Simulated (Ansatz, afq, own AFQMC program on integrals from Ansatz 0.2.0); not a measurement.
## SiGeH$_{2}$, triplet → SiGeH2, singlet

```xyz
4

Si    0.0000    0.0000    1.6381
Ge    0.0000    0.0000   -0.7039
H     0.0000    1.1919    2.5412
H     0.0000   -1.1919    2.5412
```

Connectivity, by distances: SiH2–Ge.

E(singlet, charge +0) − E(triplet, charge +0) at this geometry, on UHF and RHF determinants.

Basis cc-pVDZ. Noble-gas cores (and the filled d shells of Ga–Kr and In–Xe) are frozen. Ansatz 0.2.0 and our own AFQMC program on the same integrals; the CISD trial comes from CCSD amplitudes, and released means the phaseless constraint is let go. Error bars are statistical, one sigma. No spin–orbit coupling. The errors of all members are added in quadrature.

No full CI on the walks' own integrals is used here; CCSDT(Q) serves as the reference and is uncertain by about the last step of the cluster series. Each member takes its own surest rung, up to full CI.

Errors are counted within cc-pVDZ, not against nature.

Cautions: inner d shell frozen; no relativity below Rb; no spin-orbit coupling; SiGeH₂ (triplet): another spin lies lower, the ph-AFQMC/CISD walk drifts between its halves (2.5 errors); SiGeH₂ (singlet): restricted determinant unstable towards unrestricted (UHF 310 meV lower, ⟨S²⟩ 1.00), strong correlation (T1 0.021, weight of the determinant 0.83, largest double 0.19), its ph-AFQMC/CISD value lies 43 ± 10 meV above CCSDT(Q).

| level | vertical spin gap (eV) |
| --- | --- |
| HF | 0.451 |
| MP2 | -0.214 |

(1) From these cheaper values, estimate the vertical spin gap at the reference level in cc-pVDZ.

(1) -0.350 eV (CCSDT(Q) in cc-pVDZ).

| level | vertical spin gap (eV) | error against CCSDT(Q) (eV) |
| --- | --- | --- |
| CCSD | -0.255 | 0.096 |
| CCSD(T) | -0.339 | 0.012 |
| CCSDT | -0.339 | 0.011 |
| ph-AFQMC/CISD | -0.304 ± 0.018 | 0.046 ± 0.018 |
| released AFQMC | -0.345 ± 0.018 | 0.005 ± 0.018 |

Correlation beyond CCSD(T) takes off 0.012 eV. The perturbative (T) step is worth −0.084 eV. Where the cautions show a poor determinant, the low rows tell how each method copes with it, not its usual error.

A walk keeps the symmetry of its determinant, which the program's search chose and which needn't be the lowest solution, so a lower state of the same spin and another symmetry isn't excluded. Released energies are given only where the last usable release times agree within the noise; a slower fall can still hide under it.
